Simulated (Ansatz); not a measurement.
# SiNHO (triplet): the correlation ladder, cc-pVDZ

One table from this session's results is given with a row withheld; the runs are named, their logs left out.

Method: cc-pVDZ, core rule «outside noble gas», up to 7 orbitals frozen; program: Ansatz 0.2.0, Gaussian basis.

The runs, in order: UHF; CCSD(T) on ROHF; CCSD(T) on UHF; BCCD(T) on ROHF; CISD; CCSDT(Q) on ROHF; CCSDT(Q) on UHF.

4 further runs of the same task are left out: 4 set aside as unsound or not needed.

**What is computed**

The geometry is a PBE0/def2-TZVP stationary point (not a proven minimum) of the parent state, kept for this charge and spin.

4 atoms, charge 0, spin multiplicity 3.

Atoms are counted from 1 here; the program's logs count them from 0.

Bond lengths: O1–N2 1.332 Å, O1–H4 0.966 Å, N2–Si3 1.554 Å. Angles: N2–O1–H4 106.3°, O1–N2–Si3 173.8°.

As a file:

```xyz
4
charge 0, multiplicity 3
O     0.0000   -0.2872    0.9608
N     0.0000   -0.1547   -0.3644
Si    0.0000   -0.1669   -1.9186
H     0.0000    0.6087    1.3221
```

The first run:

File in.yaml:

```yaml
crystal:
  periodic: [false, false, false]
  atoms:
    - {symbol: O, position_ang: [-0.000007, -0.287198, 0.960799]}
    - {symbol: N, position_ang: [0.000023, -0.154683, -0.364392]}
    - {symbol: Si, position_ang: [-0.000004, -0.166852, -1.918552]}
    - {symbol: H, position_ang: [-0.000012, 0.608733, 1.322146]}
basis:
  gaussian: {orbitals: cc-pVDZ}
magnetization: {spin_polarized: true, initial_magnetization: 2}
hamiltonian: {xc: hf}
output: {orbitals: {seedname: orbitals}}
```

Launch:

```console
ansatz run in.yaml --threads 1 --pin off --events-out ev --progress --plain --max-ram 4096MiB --backend cpu
```

Steps of the session up to this table: UHF; CCSD(T) on ROHF; CCSD(T) on UHF; BCCD(T) on ROHF; CISD; CCSDT(Q) on ROHF; CCSDT(Q) on UHF.

One of the session's tables, all rows but one given; the rest of the session is left out.

It belongs to the step «Misses and costs». 

| method | from RCCSDT(Q) (meV) |
| --- | --- |
| ROHF | +12053.9 |
| UHF | +11772.7 |
| RMP2 | ? |
| UMP2 | +1404.8 |
| CISD | +1752.1 |
| RCCSD | +487.6 |
| UCCSD | +482.8 |
| RCCSD(T) | +135.0 |
| UCCSD(T) | +138.4 |
| BCCD(T) | +134.7 |
| RCCSDT | +55.4 |
| UCCSDT | +57.2 |
| RCCSDT(Q) | 0 |
| UCCSDT(Q) | -0.8 |

Estimate the missing values for RMP2.

**Answer.** from RCCSDT(Q) (meV): +1370.8. In the column «from RCCSDT(Q) (meV)» it lies between RCCSD (+487.6) and UMP2 (+1404.8).

To keep in mind: Restricted and unrestricted rows rest on different reference determinants; where their highest levels disagree by more than a few hundredths of an eV, they describe different states and don't form one ladder.
